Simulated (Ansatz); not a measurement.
C2H5NO, SMILES `CC(N)=O` (charge 0, multiplicity 1).

Cartesian coordinates (Å):
SMILES: O=C(C)N
```xyz
9

C     -1.0958    -0.1350    -0.0993
C      0.2347     0.2018     0.5456
N      1.3220     0.0356    -0.2620
O      0.3357     0.5893     1.6926
H     -1.1138    -1.1766    -0.4268
H     -1.2712     0.4951    -0.9738
H     -1.8878     0.0278     0.6258
H      2.2334     0.2442     0.1087
H      1.2428    -0.2823    -1.2107
```
Charge 0, spin multiplicity 1.

Frozen-core energies in 6-31g from Ansatz (a first-principles code) at a geometry from B3LYP-D3(BJ)/def2-TZVP; the HF reference has <S^2> = 0.00 and the T1 diagnostic is 0.015.

```
level     energy (Ha)  difference from CCSDT(Q) (mHa)
--------  -----------  ------------------------------
HF         -207.88562                          447.20
MP2        -208.29505                           37.76
CCSD       -208.31912                           13.70
CCSD(T)    -208.33088                            1.93
CCSDT      -208.33150                            1.31
CCSDT(Q)   -208.33282                            0.00
```
